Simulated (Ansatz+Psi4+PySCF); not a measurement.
```tsv
atom	x (Å)	y (Å)	z (Å)
Al	0.0000	0.0000	-0.0106
F	0.0000	0.0000	1.9906
```

Basis set: cc-pVTZ on F; cc-pV(T+d)Z on Al (spherical functions). Left uncorrelated: 6 orbitals. Charge 0, multiplicity 1.

Computed with Ansatz (development build ahead of 0.2.0) and Psi4 1.11; each method stands on the lowest determinant of its kind that the runs found. Restricted open shells among the atoms or ions are ROHF, correlated in semicanonical orbitals with singles.

(1) Give the vertical ionization energy (product with multiplicity 2 at the same shape, open shells in the same class of orbitals) of singlet AlF by RHF-MP2, RHF.

Results:

(1)

| method | ionization energy |
| --- | --- |
| RHF-MP2 | 9.96 eV |
| RHF | 9.44 eV |

Caution: stretched shape with no unrestricted run beside it, a lower state can exist. Caution for RHF-MP2: bonds are stretched, where a single reference can fail.
